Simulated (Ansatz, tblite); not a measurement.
# The cluster In2As: one state, many levels

An exercise on one series of results from a longer session: the logs are not shown, and one member is left open.

Program: Ansatz 0.2.0, Gaussian basis. Level of theory: as each input shows. These are calculated values, not measurements.

Plan: GFN1-xTB, GFN2-xTB, PBE-D4/def2-TZVP, r2SCAN-D4/def2-TZVP, HSE06-D4/def2-TZVP, PBE-QIDH/def2-TZVP, B97M-V/def2-TZVP, LC-ωPBE/def2-TZVP, BHLYP-D4/def2-TZVP, PBE+5HF/def2-TZVP, PBE+10HF/def2-TZVP, PBE+15HF/def2-TZVP, PBE+35HF/def2-TZVP, PBE+50HF/def2-TZVP, PBE-D4/def2-SVP, PBE0-D4/def2-SVP, PBE0-D4/def2-TZVPD, PBE-D4/def2-TZVPD, r2SCAN-D4/def2-TZVPD, CCSD(T)/def2-SVP, MP2/def2-TZVP, RPA/def2-TZVP.

4 further runs of the same task are left out: 4 set aside as unsound or not needed.

**The structure**

The geometry is that of the doublet, from an earlier relaxation (PBE-D4/def2-TZVP). At that level it is the lowest of the isomers that a small search found.

3 atoms, charge 0, spin multiplicity 2.

Bond lengths: In1–As3 2.697 Å, In2–As3 2.697 Å. Angles: In1–As3–In2 111.7°.

Coordinates:

```xyz
3
AsIn2
In    1.3026   -0.5932    1.7863
In   -0.8565   -0.2526   -2.1077
As   -0.4461    0.8458    0.3214
```

In takes a core potential in the def2 sets. No spin-orbit coupling is included.

PBE0-D4/def2-TZVP was run before; its log isn't repeated, and its numbers join the tables.

The first run:

Tight binding, by tblite at 300 K electronic temperature and without a spin-polarisation term:

```python
tblite.interface.Calculator('GFN1-xTB', numbers, positions, charge=0, uhf=1).singlepoint()
```

Tight binding, by tblite at 300 K electronic temperature and without a spin-polarisation term:

```python
tblite.interface.Calculator('GFN2-xTB', numbers, positions, charge=0, uhf=1).singlepoint()
```

start.molden holds the orbitals of an earlier run on this state, given as this run's starting guess.

Input file in.yaml:

```yaml
crystal:
  periodic: [false, false, false]
  atoms:
    - {symbol: In, position_ang: [1.302623, -0.593240, 1.786314]}
    - {symbol: In, position_ang: [-0.856489, -0.252615, -2.107699]}
    - {symbol: As, position_ang: [-0.446134, 0.845845, 0.321385]}
basis:
  gaussian: {orbitals: def2-TZVP, initial_orbitals: start.molden}
magnetization: {spin_polarized: true, initial_magnetization: 1}
hamiltonian: {xc: pbe, dispersion: d4}
scf: {omitted_lower_state_checks: [starts]}
output: {forces: true, orbitals: {seedname: orbitals}}
```

The run is started by

```sh
> ansatz run in.yaml --threads 2 --pin off --events-out ev --progress --plain --max-ram 4352MiB
```

Among the steps run: PBE-D4/def2-TZVP; r2SCAN-D4/def2-TZVP; HSE06-D4/def2-TZVP; PBE-QIDH/def2-TZVP; B97M-V/def2-TZVP; LC-ωPBE/def2-TZVP; BHLYP-D4/def2-TZVP; PBE+5HF/def2-TZVP; PBE+10HF/def2-TZVP; PBE+15HF/def2-TZVP; PBE+35HF/def2-TZVP; PBE+50HF/def2-TZVP; PBE-D4/def2-SVP; PBE0-D4/def2-SVP; PBE0-D4/def2-TZVPD; PBE-D4/def2-TZVPD; r2SCAN-D4/def2-TZVPD; CCSD(T)/def2-SVP; MP2/def2-TZVP; RPA/def2-TZVP.

One table of the session follows, with a row left open; its other results are not shown here.

```
               level  HOMO (eV)  LUMO (eV)  gap (eV)
     PBE-D4/def2-SVP      -4.38      -4.20      0.18
    PBE-D4/def2-TZVP      -4.42      -4.20      0.22
   PBE-D4/def2-TZVPD      -4.46      -4.23      0.23
 r2SCAN-D4/def2-TZVP      -4.62      -3.94      0.67
r2SCAN-D4/def2-TZVPD      -4.64      -3.96      0.68
    B97M-V/def2-TZVP      -4.47      -4.08      0.39
    PBE0-D4/def2-SVP      -5.13      -3.30      1.83
   PBE0-D4/def2-TZVP      -5.16      -3.29      1.87
  PBE0-D4/def2-TZVPD          ?          ?         ?
  HSE06-D4/def2-TZVP      -4.79      -3.66      1.13
  BHLYP-D4/def2-TZVP      -5.78      -2.45      3.33
   LC-ωPBE/def2-TZVP      -7.23      -1.08      6.16
   PBE+5HF/def2-TZVP      -4.56      -4.01      0.55
  PBE+10HF/def2-TZVP      -4.71      -3.83      0.88
  PBE+15HF/def2-TZVP      -4.86      -3.64      1.22
  PBE+35HF/def2-TZVP      -5.48      -2.94      2.53
  PBE+50HF/def2-TZVP      -5.96      -2.45      3.51
```

**Question.** Estimate the row for PBE0-D4/def2-TZVPD.

As computed: HOMO (eV): -5.19; LUMO (eV): -3.32; gap (eV): 1.88. In the column «HOMO (eV)» it lies between PBE+35HF/def2-TZVP (-5.48) and PBE0-D4/def2-TZVP (-5.16).
